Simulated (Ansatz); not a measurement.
# Si2H4O: an energy map over two coordinates

Aim: map the energy of H4OSi2, SMILES [SiH]O[SiH3] over two coordinates, and find its wells, ridges and stiffness.

The runs use Ansatz 0.2.0; RHF/def2-TZVP.

### Step 1. Where the work starts

SMILES `[SiH]O[SiH3]`, 7 atoms, charge 0, spin multiplicity 1.

Atoms are counted from 1 here; the program's logs count them from 0.

Bond lengths: Si1–O2 1.686 Å, Si1–H4 1.577 Å, O2–Si3 1.693 Å, Si3–H5 1.506 Å, Si3–H6 1.503 Å, Si3–H7 1.502 Å. Angles: O2–Si1–H4 97.7°, Si1–O2–Si3 140.6°, O2–Si3–H5 110.1°, O2–Si3–H6 108.5°, O2–Si3–H7 108.4°, H5–Si3–H6 110.2°, H5–Si3–H7 110.1°, H6–Si3–H7 109.4°.

Geometry (Å):

```mol
H4OSi2
  3D, bonds by distance, orders not assigned

  7  6  0  0  0  0  0  0  0  0999 V2000
   -1.7286   -1.4983   -0.2414 Si  0  0
   -0.3691   -0.8395    0.5064 O   0  0
    0.7445    0.4212    0.3198 Si  0  0
   -1.8037   -0.4984   -1.4589 H   0  0
    0.4504    1.1894   -0.9416 H   0  0
    0.6437    1.3272    1.5142 H   0  0
    2.1240   -0.1697    0.2557 H   0  0
  1  2  8  0
  1  4  8  0
  2  3  8  0
  3  5  8  0
  3  6  8  0
  3  7  8  0
M  END
```

This geometry comes from a loose relaxation at PBE in a small basis, which is not shown.

### Step 3. Plan of the scan

- angle Si1–O2–Si3 (carried through 180): 15 values from 134.2 to 225.8 °
- change of the bonds O2–Si1, O2–Si3, all alike: 15 values from −0.179 to 0.276 Å

Nothing else is relaxed (all other coordinates rigid). Energies count from the relaxed molecule at the same level. Points are written as (first, second).

(The set-up runs are not shown.)

### Step 4. Grid point (153.8°, −0.179 Å)

input.yaml reads:

```yaml
crystal:
  periodic: [false, false, false]
  atoms:
    - { symbol: Si, position_ang: [-1.543202, -1.419582, -0.124038] }
    - { symbol: O, position_ang: [-0.381544, -0.727267, 0.381452] }
    - { symbol: Si, position_ang: [0.637964, 0.300557, 0.34208] }
    - { symbol: H, position_ang: [-1.789287, -0.574575, -1.374421] }
    - { symbol: H, position_ang: [0.463654, 1.139842, -0.858041] }
    - { symbol: H, position_ang: [0.523314, 1.136079, 1.549078] }
    - { symbol: H, position_ang: [1.96319, -0.340125, 0.307762] }
basis:
  gaussian: { orbitals: def2-TZVP }
hamiltonian:
  xc: hf
output:
  forces: true
```

The run is started by

```bash
$ ansatz run input.yaml --threads 1 --pin off --max-ram 2560MiB --backend cpu --events-out ev --progress --plain --runs-dir out
```

The session goes on with these runs: all other points of the grid.

Q: Predict the outcome of this session. Wanted: lowest point; highest computed point; dipole moment.

The runs gave:

| quantity | value |
| --- | --- |
| lowest point | (153.8°, −0.016 Å), 0.009 eV |
| highest computed point | (134.2°, −0.179 Å), 1.96 eV above the lowest |
| dipole moment (D) | 0.24 at (193.1°, 0.276 Å) to 1.63 at (134.2°, 0.276 Å); 0.86 at the lowest point |
| time for the whole task | 7.8 min on 1 thread, shared host |

What this shows: The lowest computed point is at (153.8°, −0.016 Å), 0.009 eV from the relaxed molecule at the same level. The grid is coarse, so the true minimum lies between grid points and may sit elsewhere than the lowest one. No other kind of well shows on this grid. The highest computed point, (134.2°, −0.179 Å), lies 1.96 eV above the lowest. Round the minimum the valley is somewhat tilted: raising the first coordinate shifts the best value of the second coordinate downwards (coupling k₁₂/√(k₁₁k₂₂) about 0.3).
